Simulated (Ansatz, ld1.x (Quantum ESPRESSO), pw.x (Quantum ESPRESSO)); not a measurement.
# What a changed setting does to a pw.x run (diamond K)

Potential: norm-conserving Troullier–Martins (Kleinman–Bylander form), ld1.x (Quantum ESPRESSO) 7.5, PBEsol; core [Ar], reference 4s1 4p0; waves: 4p (bound, empty): rc 4.10 bohr; 3d channel at -0.05 Ry: rc 4.25 bohr; 4s (bound): rc 3.60 bohr; local part: the s channel; core correction: Bessel-smoothed model core, default radius (core density twice the valence density).

The reference run (k-mesh 8³, cutoffs 50/200 Ry, Fermi–Dirac 0.01 Ry, mixing_beta 0.4, conv_thr 1e-9, no spin) gives -0.01 GPa at 105.574 Å³/atom, where all-electron LAPW gives -0.00 GPa. This run, with its own iteration cap, changes k-mesh points per axis to 4.

```
&control
  calculation='scf', prefix='x', pseudo_dir='./', outdir='./tmp', tstress=.true., disk_io='none'
/
&system
  ibrav=0, nat=2, ntyp=1, ecutwfc=50, ecutrho=200, nbnd=8,
  occupations='smearing', smearing='fd', degauss=0.01
/
&electrons
  conv_thr=1e-09, mixing_beta=0.4, electron_maxstep=60
/
ATOMIC_SPECIES
K 1.0 K.UPF
CELL_PARAMETERS angstrom
  0.00000000 4.72627505 4.72627505
  4.72627505 0.00000000 4.72627505
  4.72627505 4.72627505 0.00000000
ATOMIC_POSITIONS crystal
K 0.0000 0.0000 0.0000
K 0.2500 0.2500 0.2500
K_POINTS automatic
4 4 4 0 0 0
```

```bash
pw.x < K.scf.in > K.scf.out
```

Problem. How does the run end?

Solution. It converges in 7 iterations; the free energy moves by -5.4 meV/atom and the pressure by -0.03 GPa.

```
Message from routine setup:
     using ibrav=0 with symmetry is DISCOURAGED, use correct ibrav instead
     lattice parameter (alat)  =      12.6309  a.u.
     unit-cell volume          =    1424.8973 (a.u.)^3
     number of electrons       =         2.00
     number of Kohn-Sham states=            8
     kinetic-energy cutoff     =      50.0000  Ry
     charge density cutoff     =     200.0000  Ry
     scf convergence threshold =      1.0E-09
     Exchange-correlation= PBESOL
     number of k points=     8  Fermi-Dirac smearing, width (Ry)=  0.0100
     iteration #  1     ecut=    50.00 Ry     beta= 0.40
     total energy              =      -5.13154643 Ry
     estimated scf accuracy    <       0.00127192 Ry
     iteration #  2     ecut=    50.00 Ry     beta= 0.40
     total energy              =      -5.13146801 Ry
     estimated scf accuracy    <       0.00039319 Ry
     iteration #  3     ecut=    50.00 Ry     beta= 0.40
     total energy              =      -5.13150963 Ry
     estimated scf accuracy    <       0.00000139 Ry
     iteration #  4     ecut=    50.00 Ry     beta= 0.40
     total energy              =      -5.13152709 Ry
     estimated scf accuracy    <       0.00000020 Ry
     iteration #  5     ecut=    50.00 Ry     beta= 0.40
     total energy              =      -5.13152709 Ry
     estimated scf accuracy    <       0.00000013 Ry
     iteration #  6     ecut=    50.00 Ry     beta= 0.40
     total energy              =      -5.13152709 Ry
     estimated scf accuracy    <       0.00000006 Ry
     iteration #  7     ecut=    50.00 Ry     beta= 0.40
     the Fermi energy is    -0.8926 ev
!    total energy              =      -5.13152709 Ry
     estimated scf accuracy    <          1.5E-10 Ry
     smearing contrib. (-TS)   =      -0.00650847 Ry
     The total energy is F=E-TS. E is the sum of the following terms:
     one-electron contribution =       0.41693038 Ry
     hartree contribution      =       0.00538550 Ry
     xc contribution           =      -4.94420185 Ry
     ewald contribution        =      -0.60313265 Ry
     convergence has been achieved in   7 iterations
          total   stress  (Ry/bohr**3)                   (kbar)     P=       -0.36
     Message from routine punch:
     Nothing written, as per user request (disk_io='none')
```

The run took about 8.4 s on one core of a shared host (Neoverse-V2, 96 threads, 742 GiB, load 94).
